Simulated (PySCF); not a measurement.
Spin states of BH

Unrestricted PBE0; PySCF, no relativity, basis sets B def2-TZVP, H def2-TZVP. Outer shells of the fragments: B 2s2 2p1; H 1s1.

Followed along the bond (rough minima from three points):

```json
{"2Ms+1": "1", "unpaired": "none", "⟨S²⟩ at the start": "0.00", "R at minimum (Å)": "1.24", "Te (eV)": "0.00"}
{"2Ms+1": "3", "unpaired": "σ ↑, π ↑", "⟨S²⟩ at the start": "2.00", "R at minimum (Å)": "1.19", "Te (eV)": "0.90"}
{"2Ms+1": "1", "unpaired": "σ ↑, π ↓", "⟨S²⟩ at the start": "1.01", "R at minimum (Å)": "1.21", "Te (eV)": "1.55"}
```

Solutions found at the starting distance of 1.135 Å, counted from the lowest of them; the search is not exhaustive and high or unbound solutions are not listed, so other states can lie among these:

```tsv
2Ms+1	unpaired	term	E (eV)	⟨S²⟩	⟨Lz²⟩	μ (D)
1	none	¹Σ⁺	0.00	0.00	0.00	1.89
3	σ ↑, π ↑	³Π	0.82	2.00	1.00	0.24
1	σ ↑, π ↓	mixed	1.49	1.01	1.00	0.46
3	π ↑↑	³Σ⁻	3.97	2.10	0.00	-0.75
1	π ↑↓	mixed	4.52	1.01	2.01	-0.82
1	none	mixed	5.63	0.00	2.00	-0.81
```

A term symbol is given only where ⟨S²⟩ and ⟨Lz²⟩ are close to those of a pure state; the other rows mix spins, or terms through real π, δ and φ orbitals. A positive dipole means B(−)H(+).

Question: Compare the gap between the two lowest followed solutions at the starting distance with the gap between their minima.

Answer: At PBE0 the second solution (triplet, unpaired electrons σ ↑, π ↑) lies +0.82 eV from the first (singlet, closed shell) at 1.135 Å and +0.90 eV at the minima; the two curves relax by different amounts, since their minima lie near 1.19 and 1.24 Å.

The measured ground state is X ¹Σ+ (Huber and Herzberg, Constants of Diatomic Molecules (1979)).

Counting both spins, an empty level lies below a filled one in some of these solutions, because spin and occupation are held.
